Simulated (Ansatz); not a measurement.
# HO (doublet): wave-function methods side by side, aug-cc-pVTZ

How much of the correlation energy of HO (doublet) does each wave-function method recover here?

The runs use Ansatz 0.2.0, Gaussian basis; aug-cc-pVTZ, core rule «outside noble gas», up to 1 orbitals frozen.

To be run: UHF; CCSD(T) on ROHF; CCSD(T) on UHF; BCCD(T) on ROHF; CCSDT(Q) on ROHF; CCSDT(Q) on UHF; CASSCF and MRCISD+Q, 7 electrons in 5 orbitals; CASSCF and MRCISD+Q(relaxed), 7 electrons in 5 orbitals; CASSCF and NEVPT2, 7 electrons in 5 orbitals.

2 further runs of the same task are left out: 2 set aside as unsound or not needed.

### 1 The geometry

The geometry is a PBE0/def2-TZVP stationary point (not a proven minimum) of the parent state, kept for this charge and spin.

2 atoms, charge 0, spin multiplicity 2.

Atoms are counted from 1 here; the program's logs count them from 0.

Bond lengths: O1–H2 1.037 Å.

### 2 UHF

in.yaml

```yaml
crystal:
  periodic: [false, false, false]
  atoms:
    - {symbol: O, position_ang: [0.000000, 0.000000, 0.000000]}
    - {symbol: H, position_ang: [0.000000, 0.000000, 1.036612]}
basis:
  gaussian: {orbitals: aug-cc-pVTZ}
magnetization: {spin_polarized: true, initial_magnetization: 1}
hamiltonian: {xc: hf}
output: {orbitals: {seedname: orbitals}}
```

Started as:

```
$ ansatz run in.yaml --threads 1 --pin off --events-out ev --progress --plain --max-ram 3956MiB --backend cpu
```

Further steps of the session: CCSD(T) on ROHF; CCSD(T) on UHF; BCCD(T) on ROHF; CCSDT(Q) on ROHF; CCSDT(Q) on UHF; CASSCF and MRCISD+Q, 7 electrons in 5 orbitals; CASSCF and MRCISD+Q(relaxed), 7 electrons in 5 orbitals; CASSCF and NEVPT2, 7 electrons in 5 orbitals.

Q: Predict the results of all the runs planned. Wanted: UCCSDT(Q) below the RHF energy; RMP2 from UCCSDT(Q); UMP2 from UCCSDT(Q); RCCSD from UCCSDT(Q); RCCSD(T) from UCCSDT(Q); UCCSD(T) from UCCSDT(Q); RCCSDT(Q) from UCCSDT(Q); NEVPT2 valence from UCCSDT(Q); MRCISD+Q valence from UCCSDT(Q).

**Answer**, as computed:

| quantity | value |
| --- | --- |
| UCCSDT(Q) below the RHF energy | -6.3264 eV |
| RMP2 from UCCSDT(Q) | +543.9 meV |
| UMP2 from UCCSDT(Q) | +554.4 meV |
| RCCSD from UCCSDT(Q) | +188.1 meV |
| RCCSD(T) from UCCSDT(Q) | +17.4 meV |
| UCCSD(T) from UCCSDT(Q) | +16.6 meV |
| RCCSDT(Q) from UCCSDT(Q) | +1.7 meV |
| NEVPT2 valence from UCCSDT(Q) | +832.3 meV |
| MRCISD+Q valence from UCCSDT(Q) | +58.3 meV |
| MRCISD+Q(relaxed) valence from UCCSDT(Q) | +37.9 meV |
| levels within 1 kcal/mol (43 meV) | RCCSD(T), UCCSD(T), BCCD(T), RCCSDT, UCCSDT, RCCSDT(Q), MRCISD+Q(relaxed) valence |
| T1 diagnostic | 0.016 |
| effectively unpaired electrons | 1.01 |

**Reading.** RCCSD(T) misses by +17.4 meV, 0.3 % of the correlation energy. One determinant dominates. Of the multireference levels listed MRCISD+Q(relaxed) valence comes nearest in total energy (+37.9 meV), which doesn't show that its space is the better one. These misses are within one basis, not against nature; the frozen cores of restricted and unrestricted runs differ, which can shift their rows.
